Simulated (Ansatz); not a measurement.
A displaced shape of singlet NH4(+):

```xyz
5

N     0.0328   -0.0172   -0.0336
H     0.5523    0.5992    0.6209
H     0.5779   -0.6318   -0.6233
H    -0.5615    0.5805   -0.5596
H    -0.5874   -0.5594    0.6294
```

It was optimised with PBE0/def2-SVP in Ansatz (development build ahead of 0.2.0) to forces under 0.001 eV/Å, with restricted orbitals. Each step stands on the lowest determinant of that kind that the program's search found.

(1) What shape does it relax to, and how does the optimisation go?

## Answers

(1)

```xyz
5

N     0.0028   -0.0057    0.0067
H     0.6067    0.5861    0.5944
H     0.5878   -0.6112   -0.5860
H    -0.5875    0.5913   -0.5894
H    -0.5958   -0.5891    0.6080
```

Bond lengths: N1–H2 1.030 Å, N1–H3 1.030 Å, N1–H4 1.030 Å, N1–H5 1.030 Å. Angles: H2–N1–H3 109.5°, H2–N1–H4 109.5°, H2–N1–H5 109.5°, H3–N1–H4 109.5°, H3–N1–H5 109.5°, H4–N1–H5 109.5°.

| step | E − E(start) (eV) | largest force (eV/Å) |
| --- | --- | --- |
| 1 | 0.0000 | 3.0470 |
| 2 | -0.1059 | 1.0937 |
| 3 | -0.1300 | 0.0899 |
| 4 | -0.1301 | 0.0092 |
| 5 | -0.1301 | 0.0011 |
| 6 | -0.1301 | 0.0001 |

The optimisation ended after 6 steps with its threshold met.
